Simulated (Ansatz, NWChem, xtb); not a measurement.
**Isomers of C3H6**

2 of its isomers, all singlets with charge 0: A = propene `C=CC`; B = cyclopropane `C1CC1`.

Shapes, held fixed at every level: PBE0-D4/def2-TZVP. Programs: Ansatz 0.2.0, NWChem 7.3.0, xtb 6.7.1.

A:

```xyz
9

C    -1.1294    0.5541   -0.5802
C     0.1576    0.2663   -0.4474
C     0.7449   -0.5436    0.6564
H    -1.8648    0.2027    0.1374
H    -1.4955    1.1498   -1.4082
H     0.8570    0.6415   -1.1923
H     1.2616   -1.4253    0.2643
H     1.4904    0.0334    1.2128
H    -0.0219   -0.8791    1.3573
```

B:

```xyz
9

C    -0.5179    0.0193   -0.6860
C     0.7321    0.4696    0.0039
C    -0.1847   -0.5043    0.6764
H    -1.3334    0.7262   -0.7738
H    -0.4198   -0.6544   -1.5280
H     0.7661    1.4827    0.3849
H     1.6798    0.1020   -0.3691
H     0.1400   -1.5339    0.7603
H    -0.7737   -0.1534    1.5145
```

Enthalpies at 298 K in kJ/mol, with harmonic thermal terms from PBE0-D4/def2-TZVP. Measured gas-phase heats of formation: A Active Thermochemical Tables; B Active Thermochemical Tables.

(1) From chemical knowledge, estimate the order of stability.

Results:

(1) A < B in rising energy, over a span of 33 kJ/mol, by experiment. GFN1-xTB puts B lowest. Absolute errors: CCSD(T)/def2-SVP 2.2; CCSD(T)/CBS estimate 2.2; r2SCAN/cc-pVDZ 7.8; PBE-D4/def2-TZVPP 7.9; HF/def2-TZVPP 10.3; r2SCAN0-D4/def2-TZVPP 13.0; wB97X-V/def2-TZVPP 13.9; GFN1-xTB 44.4 kJ/mol. The CBS estimate extrapolates MP2 from def2-TZVPP and def2-QZVPP and adds CCSD(T) − MP2 in the triple-zeta set, cores frozen.

```csv
level,kind,B − A
GFN1-xTB,semi-empirical,-11.1
HF/def2-TZVPP,Hartree–Fock,+43.6
PBE-D4/def2-TZVPP,GGA,+25.4
r2SCAN/cc-pVDZ,meta-GGA,+25.5
r2SCAN0-D4/def2-TZVPP,global hybrid,+20.3
wB97X-V/def2-TZVPP,range-separated hybrid,+19.4
CCSD(T)/def2-SVP,coupled cluster or CI,+31.1
CCSD(T)/CBS estimate,coupled cluster or CI,+35.5
measured,experiment,+33.3
```
